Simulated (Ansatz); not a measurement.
Start from `NC(N)(O)F` and change one atom or group to get `NC(N)(F)F`.

Ansatz, PBE0-D4/def2-TZVP geometries, multiplicity 1. Each molecule was computed in one conformer, which needn't be the lowest.

| property | `NC(N)(O)F` |
| --- | --- |
| HOMO energy (PBE/def2-TZVPP) / eV | -6.03 |
| HOMO–LUMO gap (ωB97M-V/def2-TZVPP) / eV | 12.28 |
| HOMO energy (B3LYP/def2-TZVPP) / eV | -7.42 |
| size of the dipole moment (ωB97M-V/def2-TZVPP) / D | 2.38 |
| LUMO energy (B3LYP/def2-TZVPP) / eV | 0.39 |
| HOMO–LUMO gap (B3LYP/def2-TZVPP) / eV | 7.81 |

Give the same properties after the change, and the shifts. (Best estimate.)

The calculation gave: 
| property | `NC(N)(F)F` | shift |
| --- | --- | --- |
| HOMO energy (PBE/def2-TZVPP) / eV | -6.56 | -0.53 |
| HOMO–LUMO gap (ωB97M-V/def2-TZVPP) / eV | 13.04 | 0.76 |
| HOMO energy (B3LYP/def2-TZVPP) / eV | -7.94 | -0.52 |
| size of the dipole moment (ωB97M-V/def2-TZVPP) / D | 1.36 | -1.02 |
| LUMO energy (B3LYP/def2-TZVPP) / eV | 0.65 | 0.26 |
| HOMO–LUMO gap (B3LYP/def2-TZVPP) / eV | 8.58 | 0.77 |

With PBE0 the HOMO falls by 0.53 eV and the LUMO rises by 0.26 eV, so the gap widens by about 0.79 eV. PBE moves the HOMO by -0.53 eV and ωB97M-V by -0.53 eV. The zero-point energy changes by -32.4 kJ/mol with -3 modes. Dipoles are sizes alone; their direction can turn.

Positive LUMOs are unbound, so they and the gaps depend on the basis.

B3LYP here is the variant with VWN-RPA as its local correlation; programs differ in this.
